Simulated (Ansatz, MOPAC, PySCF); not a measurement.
Species: chloroform, CHCl₃ (charge 0, singlet). SMILES: ClC(Cl)Cl
Geometry from a B3LYP-D3(BJ)/def2-TZVP (Ansatz, a first-principles code) optimisation:
```
C
H 1 1.0815
Cl 1 1.7758 2 107.69
Cl 1 1.7758 2 107.69 3 120.00
Cl 1 1.7758 2 107.69 3 -120.00
```
Charge 0, spin multiplicity 1.

Quantity: vertical ionisation energy to the doublet, in eV. Terms: each state is the SCF solution reached for its charge and spin; open shells spin-unrestricted; no spin-orbit coupling; 6-31G* and kin with 6d, 5d where marked; non-relativistic; 6-311+G** with 5d, 6d on Na to Ar in Ansatz; dispersion terms only where a functional's name holds one. First-principles rows: single points at B3LYP-D3(BJ) geometries (Ansatz). Semi-empirical rows: differences of heats of formation at the shared geometry for vertical values.

```
level               program  vertical ionisation energy to the doublet (eV)
------------------  -------  ----------------------------------------------
AM1                   MOPAC                                           11.69
PM6                   MOPAC                                           11.09
PBE/6-311+G**        Ansatz                                           10.69
B3LYP/STO-3G         Ansatz                                           10.35
B3LYP/6-31G*         Ansatz                                           11.04
B3LYP/6-311+G**      Ansatz                                           11.11
M06-2X/6-31G* (5d)    PySCF                                           11.61
PBE/def2-TZVPD       Ansatz                                           10.61
PBE0/def2-TZVPD      Ansatz                                           11.12
wB97M-V/def2-TZVPD   Ansatz                                           11.46
```

No value to compare with is used here. The 7 habitual levels span 10.35 (B3LYP/STO-3G) to 11.69 eV (AM1); wB97M-V/def2-TZVPD gives 11.46.

The levels are drawn from those run, B3LYP/6-31G* more often than the rest, none by its result; left out are runs that failed, that the program found above a lower state of the same kind, or whose <S^2> lies over 0.5 above the pure value.
